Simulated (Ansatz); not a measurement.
# C₆H₆S: how energies converge with the basis set

An exercise on one series of results from a longer session: the logs are not shown, and one member is left open.

The runs use Ansatz 0.2.0, Gaussian basis; one geometry, several basis sets.

Plan: PBE0-D4/def2-SVP; ωB97M-V/def2-SVP; PBE0-D4/def2-QZVPP; ωB97M-V/def2-QZVPP; the functionals' def2-TZVPP values are taken from earlier runs.

## The relaxed structure

All runs share one geometry, relaxed beforehand with PBE0-D4 in a triple-zeta def2 set.

SMILES `Sc1ccccc1`, 13 atoms, charge 0, spin multiplicity 1.

Atoms are counted from 1 here; the program's logs count them from 0.

Bond lengths: S1–C2 1.758 Å, S1–H8 1.341 Å, C2–C3 1.393 Å, C2–C7 1.392 Å, C3–C4 1.385 Å, C3–H9 1.084 Å, C4–C5 1.387 Å, C4–H10 1.084 Å, C5–C6 1.387 Å, C5–H11 1.083 Å, C6–C7 1.385 Å, C6–H12 1.084 Å, C7–H13 1.084 Å. Angles: C2–S1–H8 96.7°, S1–C2–C3 117.7°, S1–C2–C7 122.9°, C3–C2–C7 119.4°, C2–C3–C4 120.1°, C2–C3–H9 119.9°, C4–C3–H9 120.0°, C3–C4–C5 120.5°, C3–C4–H10 119.3°, C5–C4–H10 120.1°, C4–C5–C6 119.3°, C4–C5–H11 120.4°, C6–C5–H11 120.3°, C5–C6–C7 120.6°, C5–C6–H12 120.1°, C7–C6–H12 119.3°, C2–C7–C6 120.0°, C2–C7–H13 120.1° and more.

The first run:

in.yaml

```yaml
crystal:
  periodic: [false, false, false]
  atoms:
    - {symbol: S, position_ang: [-0.068250, -2.195037, 1.812519]}
    - {symbol: C, position_ang: [-0.001125, -0.836491, 0.698036]}
    - {symbol: C, position_ang: [1.218092, -0.179311, 0.551059]}
    - {symbol: C, position_ang: [1.326843, 0.897164, -0.312873]}
    - {symbol: C, position_ang: [0.227952, 1.331807, -1.039187]}
    - {symbol: C, position_ang: [-0.985201, 0.676654, -0.892063]}
    - {symbol: C, position_ang: [-1.104399, -0.401217, -0.029926]}
    - {symbol: H, position_ang: [-1.362253, -2.490837, 1.622140]}
    - {symbol: H, position_ang: [2.082421, -0.512663, 1.114667]}
    - {symbol: H, position_ang: [2.281701, 1.399577, -0.417744]}
    - {symbol: H, position_ang: [0.316423, 2.174221, -1.714467]}
    - {symbol: H, position_ang: [-1.852666, 1.005238, -1.453249]}
    - {symbol: H, position_ang: [-2.059139, -0.903905, 0.075688]}
basis:
  gaussian: {orbitals: def2-SVP}
hamiltonian: {xc: pbe0, dispersion: d4}
output: {orbitals: {seedname: orbitals}}
```

The run is started by

```console
ansatz run in.yaml --threads 2 --pin off --events-out ev --progress --plain --max-ram 22528MiB --backend cpu
```

Steps of the session up to this table: PBE0-D4 in def2-SVP; ωB97M-V in def2-SVP; PBE0-D4 in def2-QZVPP; ωB97M-V in def2-QZVPP.

One table of the session follows, with a row left open; its other results are not shown here.

It belongs to the step «Density functionals: the series». 

```
functional       basis  HOMO (eV)  LUMO (eV)
   PBE0-D4    def2-SVP      -6.26      -0.22
   PBE0-D4  def2-TZVPP      -6.35      -0.40
   PBE0-D4  def2-QZVPP      -6.38      -0.46
   ωB97M-V    def2-SVP      -8.26       1.88
   ωB97M-V  def2-TZVPP      -8.37       1.62
   ωB97M-V  def2-QZVPP          ?          ?
```

Estimate the missing values for ωB97M-V, def2-QZVPP.

The run gave: HOMO (eV): -8.40; LUMO (eV): 1.51. In the column «HOMO (eV)» it is the lowest.
